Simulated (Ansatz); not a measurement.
**Bend profile**

CHNaS, singlet, at its PBE0-D4/def2-TZVP minimum:

```
atom    x (Å)    y (Å)    z (Å)
 Na1   1.2261  -0.1339   1.5003
  C2  -0.1956  -0.3889  -0.2495
  S3  -0.1815   1.2702  -0.1914
  H4  -0.8490  -0.7474  -1.0595
```

The angle H4–C2–Na1 (167.4° at the minimum) is set to the values below, H4, with anything bonded beyond it, turning rigidly in the plane of the angle. Each method's energies count from its own value at the PBE0-D4 minimum structure. Ansatz 0.2.0; basis: def2-TZVPP; cores frozen in the correlated methods. The outer core shell of Li, Na, Mg and K is correlated. The def2 sets are not built for correlating such inner shells, so the correlated values are less sure here. B3LYP uses VWN-RPA correlation.

| angle (°) | CCSD(T) (eV) | PBE0-D4 (eV) | MP2 (eV) | HF (eV) |
| --- | --- | --- | --- | --- |
| 143.4 | 0.397 | 0.373 | 0.409 | 0.411 |
| 147.9 | 0.272 | 0.254 | 0.281 | 0.277 |
| 152.3 | 0.169 | 0.157 | 0.176 | 0.169 |
| 156.8 | 0.088 | 0.080 | 0.092 | 0.084 |
| 161.2 | 0.032 | 0.028 | 0.035 | 0.028 |
| 165.7 | 0.003 | 0.002 | 0.004 | 0.001 |
| 170.1 | 0.004 | 0.005 | 0.003 | 0.008 |
| 174.6 | 0.037 | 0.040 | 0.034 | 0.050 |
| 179.0 | 0.103 | 0.106 | 0.099 | 0.129 |

Minimum and curvature along this coordinate at CCSD(T): A fifth-order fit through the nearest points gives 167.8°, with a curvature of about 1.5 meV/deg².

Largest difference from the CCSD(T) curve over the scan: PBE-D4 0.056; r2SCAN-D4 0.007; B3LYP-D4 0.040; wB97M-V 0.014 eV. Each curve counts from its own value at the minimum.

The T1 diagnostic stays at or below 0.021. The restricted Hartree–Fock reference is unstable towards an unrestricted one here.

For scale, one of the runs: CCSD(T)/def2-TZVPP, 119 basis functions (an equivalent command: `ansatz run in.yaml --threads 2`). Hardware: 2 CPU threads, shared host. Wall time about 14 s.
